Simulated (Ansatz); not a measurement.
**Band transport in Li2Sc**

Computed with DFT PBE, scalar-relativistic, plane waves, PAW in Ansatz 0.2.0. Plane waves to 420 eV; Γ-centred k mesh 18×18×18; Fermi-Dirac smearing of 0.15 eV. No spin polarisation.

Relaxed structure:
```
CELL_PARAMETERS angstrom
-1.53192 1.53192 6.93553
1.53192 -1.53192 6.93553
1.53192 1.53192 -6.93553
ATOMIC_POSITIONS crystal
Li 0.67266 0.67266 0.00000
Li 0.32734 0.32734 0.00000
Sc 0.00000 0.00000 0.00000
```

The cell was built by swapping an element in a database structure (itself possibly hypothetical) and relaxing; it need not be the stable form of this composition. In a metal these results depend on the k mesh and the smearing.

Constant relaxation time and rigid bands. The levels are interpolated over the whole zone and filled by a Fermi function at the stated temperature, with the chemical potential set by the electron count. Seebeck coefficients of a few μV/K are small differences and uncertain even in sign.

(1) Give the Drude plasma energies, the density of states at the chemical potential and σ/τ at 300 K.

(2) And the Seebeck coefficient (μV/K)?

Answers

(1)
| Property | Result |
| --- | --- |
| Plasma energy xx, yy, zz | 3.93, 3.93, 4.32 eV |
| Density of states (thermally broadened) | 4.34 states/eV/cell |
| Conductivity over τ, xx, yy, zz | 3.2, 3.2, 3.8 ×10²⁰ (Ω·m·s)⁻¹ |

(2)
| T (K) | Sxx | Syy | Szz |
| --- | --- | --- | --- |
| 300 | 2.1 | 2.1 | 7.7 |
| 600 | -2.1 | -2.1 | 12.3 |
| 900 | -8.5 | -8.5 | 15.9 |